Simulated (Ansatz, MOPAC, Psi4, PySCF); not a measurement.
Process, species as SMILES: C(C[SiH3])=C [prop-2-enylsilane] → [SiH3][CH2] (CH5Si) + [CH]=C (C2H3) (the C-C bond breaks)

Wanted: bond dissociation energy (enthalpy at 298 K), in kcal/mol. Terms: frozen cores in correlated levels; spin-orbit terms left out; non-relativistic; 6-311+G** with 5d, 6d on Na to Ar in Ansatz (an electronic-structure program); dispersion terms only where a functional's name holds one; six Cartesian d functions in 6-31G* and its kin unless marked 5d; UHF or UKS for open shells. Ab initio and DFT rows: single points at B3LYP-D3(BJ) geometries (Ansatz), with unscaled harmonic terms from B3LYP/6-31G* (Ansatz) at its own minima. Semi-empirical rows: MOPAC heats of formation at their own minima for 298 K. A UHF reference is markedly spin-contaminated in at least one set, which strains HF and MP2.

```
level               program  bond dissociation energy (enthalpy at 298 K) (kcal/mol)
------------------  -------  -------------------------------------------------------
AM1                   MOPAC                                                     76.4
PM6                   MOPAC                                                     76.9
HF/STO-3G            Ansatz                                                     84.2
HF/6-311+G**         Ansatz                                                     64.3
PBE/3-21G            Ansatz                                                    102.3
PBE/6-31G*           Ansatz                                                     99.1
BP86/6-31G* (5d)      PySCF                                                     96.5
B3LYP/6-311+G**      Ansatz                                                     90.8
PBE0/6-311+G**       Ansatz                                                     95.5
M06-2X/6-311+G**      PySCF                                                     98.2
wB97X-D/6-31G*         Psi4                                                     99.9
wB97X-D/6-311+G**      Psi4                                                     97.4
MP2/STO-3G           Ansatz                                                    120.2
B3LYP/def2-TZVPD     Ansatz                                                     90.6
PBE0/def2-TZVPD      Ansatz                                                     95.1
wB97X-V/def2-TZVPD   Ansatz                                                     99.0
```

No value to compare with is used here. The 13 habitual levels span 64.3 (HF/6-311+G**) to 120.2 kcal/mol (MP2/STO-3G); B3LYP/def2-TZVPD gives 90.6.

The levels are drawn from those run, B3LYP/6-31G* more often than the rest, none by its result; left out are runs that failed, that the program found above a lower state of the same kind, or whose <S^2> lies over 0.5 above the pure value.
